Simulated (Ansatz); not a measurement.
Working through a ladder of basis sets of CH4B2, SMILES B1BC1

Computed with Ansatz 0.2.0 through its Python package.

The cells in order, each with its output:

In [1]:
```python
import ansatz as az
```

In [2]:
```python
XC = "b3lyp"
```

In [3]:
```python
geometry = (
    az.Crystal.molecule()
    .atom("B", [-0.8523, -0.4481, -0.3197])
    .atom("B", [0.4316, 0.6782, -0.6323])
    .atom("C", [0.2573, -0.1966, 0.6149])
    .atom("H", [-1.852, -0.8978, -0.6318])
    .atom("H", [1.014, 1.4685, -1.3054])
    .atom("H", [0.0413, 0.3795, 1.5511])
    .atom("H", [1.0213, -1.0517, 0.6774])
)

model = geometry.calculation().functional(XC)
```

In [4]:
```python
energies = {}
for basis in ["cc-pVDZ", "cc-pVTZ"]:
    data = model.basis(gaussian=basis).run().report
    size = data["n_frozen"] + data["n_occupied"][0] + data["n_virtual"][0]
    energies[basis] = (data["reference_energy_ev"] / 27.211386246, data["free_energy_ev"] / 27.211386246)
    print(f"{basis:14s} {size:4d} orbitals  reference {energies[basis][0]:14.6f} Ha  total {energies[basis][1]:14.6f} Ha")
```
```text
cc-pVDZ          62 orbitals  reference     -90.088015 Ha  total     -90.088015 Ha
cc-pVTZ         146 orbitals  reference     -90.119918 Ha  total     -90.119918 Ha
```

In [5]:
```python
last = energies["cc-pVTZ"][1]
for basis, (_, total) in energies.items():
    print(f"{basis:14s} lies {27.211386 * (total - last):9.4f} eV above cc-pVTZ")
```
```text
cc-pVDZ        lies    0.8681 eV above cc-pVTZ
cc-pVTZ        lies    0.0000 eV above cc-pVTZ
```

Against cc-pVDZ: cc-pVTZ -31.9 mHa. The last step alone is -31.90 mHa. From the first set to the last the time grows from 1.1 to 2.6 s.

Caveats:
- The drop along the ladder measures the basis error, and is no property of the molecule.
- The geometry is a force-field or estimated start, not a minimum of this method, and the last set is no limit. Much of the fall in a total is atomic energy, which cancels in bond and reaction energies.
- b3lyp holds the VWN-RPA fit, as in Gaussian; the form of ORCA and Turbomole is b3lyp5.
- Run time: 4.1 s on 1 thread of Arm Neoverse V2, on a shared host, peak memory 0.27 GiB.
